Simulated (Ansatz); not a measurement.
The input, for Ansatz 0.2.0:

```yaml
crystal:
  periodic: [false, false, false]
  atoms:
    - {symbol: Ge, position_ang: [0.009806, 0.202438, 0.942821]}
    - {symbol: Si, position_ang: [-0.104787, 0.777489, -1.547135]}
    - {symbol: P, position_ang: [0.035461, -1.230007, -0.744318]}
    - {symbol: H, position_ang: [1.123418, 1.544418, -1.964550]}
basis:
  gaussian: {orbitals: cc-pVDZ}
total_charge: 1
magnetization: {spin_polarized: true, initial_magnetization: 3}
correlation: {method: ccsd, electrons: outside_noble_gas}
accuracy: high
scf: {lower_state_search: light}
```

```sh
$ ansatz run in.yaml --threads 1 --pin off --events-out ev --progress --plain --max-ram 2393MiB
```

(1) Roughly how long does this take on 1 thread of Arm Neoverse V2, shared host, and how much host memory?

```
1445 factors; integrals over basis functions are off by at most 4.4e-9 eV
mean field evaluation 1: about -73611.1622 eV, gradient 1.3e1 eV
mean field evaluation 2: about -73611.1857 eV, gradient 1.3e1 eV
mean field evaluation 4: about -73613.1743 eV, gradient 2.4e0 eV
mean field evaluation 8: about -73613.3122 eV, gradient 2.5e-1 eV
mean field evaluation 16: about -73613.5301 eV, gradient 3.1e-1 eV
mean field evaluation 32: about -73613.2877 eV, gradient 2.5e-1 eV
mean field evaluation 64: about -73613.5315 eV, gradient 3.0e-1 eV
mean field evaluation 96: about -73613.4713 eV, gradient 6.6e-1 eV
mean field evaluation 128: about -73611.8824 eV, gradient 7.2e-1 eV
mean field evaluation 160: about -73611.5139 eV, gradient 6.1e-1 eV
...
cycle  18  -7.37251664 eV  change    1.6e-8 eV  update   1.4e-7
cycle  19  -7.37251665 eV  change   -7.9e-9 eV  update   1.1e-7
cycle  20  -7.37251659 eV  change    5.1e-8 eV  update   8.9e-8
cycle  21  -7.37251647 eV  change    1.2e-7 eV  update   6.3e-8
cycle  22  -7.37251640 eV  change    6.7e-8 eV  update   3.2e-8
cycle  23  -7.37251638 eV  change    2.1e-8 eV  update   1.9e-8
cycle  24  -7.37251638 eV  change    2.9e-9 eV  update   9.1e-9
cycle  25  -7.37251638 eV  change    2.7e-9 eV  update   5.0e-9
cycle  26  -7.37251638 eV  change    2.4e-9 eV  update   2.7e-9
cycle  27  -7.37251638 eV  change  -1.6e-10 eV  update   1.5e-9
Total energy: -73620.67769098 eV, -2705.5100032558 hartree
```

Answers

(1) 81 s wall and 0.27 GiB.
